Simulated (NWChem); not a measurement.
C3H4, triplet; SMILES of the neutral closed-shell parent C#CC

```xyz
7

C      0.1002    -1.1445     0.0000
C     -0.4881     0.2023     0.0000
C      0.0654     1.4145     0.0000
H     -0.2053    -1.7148    -0.8926
H     -0.2053    -1.7148     0.8926
H      1.2075    -1.0830     0.0000
H      1.1380     1.6783     0.0000
```
Atoms are numbered in this order, from 1.

Program: NWChem. Spin-unrestricted. In the optimisation the excess spin sits in a' (Cs, its own frame). Structure relaxed at the PBE0/def2-SVP, spin-unrestricted level. The spin multiplicity was typed, not searched, and may not be the lowest. No stability test was run on the SCF state. Total energies compare along this basis series because the functional is fixed.

| level | basis functions | energy (Ha) | highest occupied level (eV) | lowest empty minus highest occupied level, either spin (eV) | dipole (D) | <S²> | relative time |
|---|---|---|---|---|---|---|---|
| TPSS/def2-SVP | 62 | -116.4645 | -4.62 | 0.18 | 1.75 | 2.00 | 1 |
| TPSS/def2-SVPD | 92 | -116.4697 | -4.73 | 0.12 | 1.71 | 2.00 | 2 |
| TPSS/def2-TZVP | 117 | -116.5910 | -4.77 | 0.18 | 1.78 | 2.00 | 5 |
| TPSS/def2-TZVPP | 149 | -116.5923 | -4.77 | 0.18 | 1.77 | 2.00 | 7 |

Relative times are rough (shared machine, one core).
